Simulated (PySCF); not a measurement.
**Dipole moment and polarisability of `CCCCCl`**

Compound: C4H9Cl.
SMILES with atom numbers: `[CH3:1][CH2:2][CH2:3][CH2:4][Cl:5]` (hydrogens: H6, H7, H8 on C1; H9, H10 on C2; H11, H12 on C3; H13, H14 on C4)

Structure used (GFN2-xTB), in Å, numbered top down from 1:
```
atom  x, y, z in Å
C1    -1.9544   -0.0879   -0.2720
C2    -0.4804   -0.0564   -0.6570
C3     0.4182    0.0465    0.5753
C4     1.8843    0.0817    0.1796
Cl5    2.9249    0.1998    1.6256
H6    -2.1653   -0.9436    0.3649
H7    -2.5774   -0.1579   -1.1601
H8    -2.2259    0.8160    0.2683
H9    -0.2290   -0.9625   -1.2128
H10   -0.2946    0.7976   -1.3121
H11    0.2404   -0.8086    1.2304
H12    0.1730    0.9529    1.1325
H13    2.1082    0.9504   -0.4402
H14    2.1775   -0.8283   -0.3446
```

Level: B3LYP/def2-SVPD (PySCF), static field, nuclei fixed, core orbitals frozen in the response. The polarisability tensor in these axes (au):

```
x   77.10  1.29  8.84
y    1.29 55.83  0.84
z    8.84  0.84 64.91
```

Task: Diagonalise the tensor; give its mean and Δα, where Δα² is half the sum of the squared differences of the eigenvalues.

Result: Principal values 55.74, 60.28 and 81.83 au; mean 65.95 au = 9.77 Å³ = 10.87 × 10⁻⁴⁰ C²·m²/J; Δα = 24.14 au (37 % of the mean).

Task: What is the dipole moment, and where does it point?

Result: (-1.61, -0.15, -1.67) D, 2.33 D in size, pointing from the negative to the positive side. Measured along this direction, the outermost atoms are Cl5 at the negative end and H7 at the positive end.

Task: Directions of the eigenvectors, and the extent of the frame along each?

Result: Largest value along (0.88, 0.06, 0.46), where the nuclei span 6.18 Å; middle along (-0.47, 0.03, 0.88), 2.65 Å; least along (-0.04, 1.00, -0.06), 1.78 Å. The response follows the extents in order.

Task: What are the principal values of the traceless quadrupole moment, Θ = ½Σq(3rr − r²1), about the centre of nuclear charge?

Result: -5.58, 2.59, 2.99 D·Å. The values depend on the origin, since the dipole doesn't vanish. The electronic extent ⟨r²⟩ about the same centre is 905 bohr², a root-mean-square distance of 2.25 Å for the 50 electrons.

Task: Rayleigh depolarisation ratio (linearly polarised light, static tensor)?

Result: ρ = 3Δα²/(45ᾱ² + 4Δα²) = 1748.6/(195719 + 2331.5) = 0.00883.

Task: Orientational against electronic polarisability at 298 K (dilute gas, rigid molecules)?

Result: In Gaussian units μ²/3kT = 43.95 Å³ against 9.77 Å³, a ratio of 4.50; the Debye molar polarisation (4π/3)N_A(α + μ²/3kT) is 135.5 cm³/mol, leaving out the vibrational part.

Task: Find the Langevin capture rate constant for NH4+ (18.034 u) meeting this molecule (92.039 u), k = 2.342 × 10⁻⁹ cm³/s × √(α in Å³ / reduced mass in u).

Result: The reduced mass is 15.08 u, so k = 1.89 × 10⁻⁹ cm³/s. The formula leaves out the permanent dipole, which adds to the capture rate.

Geometry: GFN2-xTB, one conformer, isolated molecule.
